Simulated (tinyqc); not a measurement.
UKS/LDA (PW92) in the sto-6g basis, for CH2, spin multiplicity 3, step by step. One step of it, computed by the program tinyqc.

Problem. Iteration 2: diagonalisation and new density. Diagonalise F' = X^T F X, C = X C', fill 5 alpha and 3 beta electrons from the bottom; D(s) = C_occ C_occ^T. Each column has its largest component positive (the first on a tie).

F(alpha) (hartree):
```
            1C 1s      1C 2s     1C 2px     1C 2py     1C 2pz      2H 1s      3H 1s
1C 1s   -9.623921  -2.555046   0.000000  -0.000743  -0.003229  -0.491221  -0.423003
1C 2s   -2.555046  -1.080156   0.000000  -0.007597  -0.046857  -0.410899  -0.369736
1C 2px   0.000000   0.000000  -0.065544   0.000000   0.000000   0.000000   0.000000
1C 2py  -0.000743  -0.007597   0.000000  -0.110403  -0.003500  -0.194650   0.180471
1C 2pz  -0.003229  -0.046857   0.000000  -0.003500  -0.099943  -0.144925  -0.135698
2H 1s   -0.491221  -0.410899   0.000000  -0.194650  -0.144925  -0.258010  -0.106012
3H 1s   -0.423003  -0.369736   0.000000   0.180471  -0.135698  -0.106012  -0.235040
```

F(beta) (hartree):
```
            1C 1s      1C 2s    1C 2px     1C 2py     1C 2pz      2H 1s      3H 1s
1C 1s   -9.593002  -2.534506  0.000000  -0.000710  -0.008695  -0.487920  -0.420155
1C 2s   -2.534506  -0.975703  0.000000  -0.007495  -0.084886  -0.388595  -0.349725
1C 2px   0.000000   0.000000  0.066670   0.000000   0.000000   0.000000   0.000000
1C 2py  -0.000710  -0.007495  0.000000  -0.045147  -0.004011  -0.184238   0.170711
1C 2pz  -0.008695  -0.084886  0.000000  -0.004011   0.015115  -0.140443  -0.131153
2H 1s   -0.487920  -0.388595  0.000000  -0.184238  -0.140443  -0.238003  -0.101722
3H 1s   -0.420155  -0.349725  0.000000   0.170711  -0.131153  -0.101722  -0.214646
```

X:
```
                1          2          3         4          5          6         7
1C 1s   -0.308060   0.073480   0.758887  0.000000  -0.599791  -0.014897  0.189853
1C 2s    1.054218  -0.183803  -0.340134  0.000000  -0.305344  -0.026787  0.453761
1C 2px   0.000000   0.000000   0.000000  1.000000   0.000000   0.000000  0.000000
1C 2py   0.208533   0.945051  -0.004289  0.000000   0.005077   0.624894  0.030997
1C 2pz   0.537429  -0.093381   0.627487  0.000000   0.641784  -0.015168  0.226188
2H 1s   -0.900221  -0.615929  -0.171191  0.000000   0.140773   0.368610  0.394696
3H 1s   -0.553928   0.875487  -0.183981  0.000000   0.148246  -0.421212  0.347675
```

Give: F' = X^T F X; orbital energies; coefficients C; F' = X^T F X; orbital energies; coefficients C; D(alpha) after iteration 2; D(beta) after iteration 2.

Solution.

F' = X^T F X (alpha) (hartree):
```
         1        2        3        4        5        6        7
1   0.1165   0.0709   0.7467   0.0000  -0.5867  -0.0055   0.2260
2   0.0709   0.2657  -0.2245   0.0000   0.1963   0.0585  -0.0824
3   0.7467  -0.2245  -4.1790   0.0000   4.1412   0.1298  -2.0336
4   0.0000   0.0000   0.0000  -0.0655   0.0000   0.0000   0.0000
5  -0.5867   0.1963   4.1412   0.0000  -4.3588  -0.1369   2.1672
6  -0.0055   0.0585   0.1298   0.0000  -0.1369  -0.2766   0.0709
7   0.2260  -0.0824  -2.0336   0.0000   2.1672   0.0709  -1.5640
```

orbital energies (alpha) (hartree): MO1 -9.6299, MO2 -0.4941, MO3 -0.2774, MO4 -0.1438, MO5 -0.0655, MO6 0.2439, MO7 0.3051

coefficients C (alpha):
```
            MO1      MO2      MO3      MO4     MO5      MO6      MO7
1C 1s    0.9929  -0.2212   0.0082   0.1265  0.0000   0.1308   0.0654
1C 2s    0.0305   0.7357  -0.0374  -0.5764  0.0000  -0.7310  -0.3879
1C 2px   0.0000   0.0000   0.0000   0.0000  1.0000   0.0000   0.0000
1C 2py   0.0005   0.0201   0.5308   0.0026  0.0000   0.4252  -0.9302
1C 2pz   0.0036   0.1219   0.0004   0.7560  0.0000  -0.6783  -0.3286
2H 1s   -0.0076   0.2779   0.4497   0.2735  0.0000   0.3960   1.0097
3H 1s   -0.0068   0.2419  -0.4823   0.2834  0.0000   0.9771  -0.3181
```

F' = X^T F X (beta) (hartree):
```
         1        2        3       4        5        6        7
1   0.1720   0.0697   0.7408  0.0000  -0.5929  -0.0011   0.2592
2   0.0697   0.3158  -0.2236  0.0000   0.1977   0.0861  -0.0869
3   0.7408  -0.2236  -4.1004  0.0000   4.1988   0.1297  -2.0414
4   0.0000   0.0000   0.0000  0.0667   0.0000   0.0000   0.0000
5  -0.5929   0.1977   4.1988  0.0000  -4.2660  -0.1365   2.1526
6  -0.0011   0.0861   0.1297  0.0000  -0.1365  -0.2360   0.0705
7   0.2592  -0.0869  -2.0414  0.0000   2.1526   0.0705  -1.5167
```

orbital energies (beta) (hartree): MO1 -9.5983, MO2 -0.4328, MO3 -0.2432, MO4 -0.0171, MO5 0.0667, MO6 0.2994, MO7 0.3606

coefficients C (beta):
```
            MO1      MO2      MO3      MO4     MO5      MO6      MO7
1C 1s    0.9934  -0.2016  -0.0078  -0.1570  0.0000   0.1272   0.0626
1C 2s    0.0285   0.6473   0.0348   0.7057  0.0000  -0.7104  -0.3700
1C 2px   0.0000   0.0000   0.0000   0.0000  1.0000   0.0000   0.0000
1C 2py   0.0005   0.0215  -0.4843  -0.0126  0.0000   0.4208  -0.9570
1C 2pz   0.0041   0.1703   0.0063  -0.6834  0.0000  -0.7378  -0.3377
2H 1s   -0.0072   0.3340  -0.4756  -0.2998  0.0000   0.3925   0.9741
3H 1s   -0.0064   0.2887   0.5200  -0.3111  0.0000   0.9339  -0.3236
```

D(alpha) after iteration 2:
```
          1C 1s    1C 2s  1C 2px   1C 2py   1C 2pz    2H 1s    3H 1s
1C 1s    1.0508  -0.2057  0.0000   0.0007   0.0723  -0.0307  -0.0283
1C 2s   -0.2057   0.8759  0.0000  -0.0066  -0.3460   0.0298   0.0324
1C 2px   0.0000   0.0000  1.0000   0.0000   0.0000   0.0000   0.0000
1C 2py   0.0007  -0.0066  0.0000   0.2821   0.0046   0.2450  -0.2504
1C 2pz   0.0723  -0.3460  0.0000   0.0046   0.5865   0.2408   0.2436
2H 1s   -0.0307   0.0298  0.0000   0.2450   0.2408   0.3543  -0.0721
3H 1s   -0.0283   0.0324  0.0000  -0.2504   0.2436  -0.0721   0.3714
```

D(beta) after iteration 2:
```
          1C 1s    1C 2s  1C 2px   1C 2py   1C 2pz    2H 1s    3H 1s
1C 1s    1.0275  -0.1024  0.0000  -0.0001  -0.0303  -0.0708  -0.0686
1C 2s   -0.1024   0.4210  0.0000  -0.0029   0.1106   0.1995   0.2048
1C 2px   0.0000   0.0000  0.0000   0.0000   0.0000   0.0000   0.0000
1C 2py  -0.0001  -0.0029  0.0000   0.2350   0.0006   0.2375  -0.2456
1C 2pz  -0.0303   0.1106  0.0000   0.0006   0.0291   0.0539   0.0524
2H 1s   -0.0708   0.1995  0.0000   0.2375   0.0539   0.3378  -0.1508
3H 1s   -0.0686   0.2048  0.0000  -0.2456   0.0524  -0.1508   0.3538
```
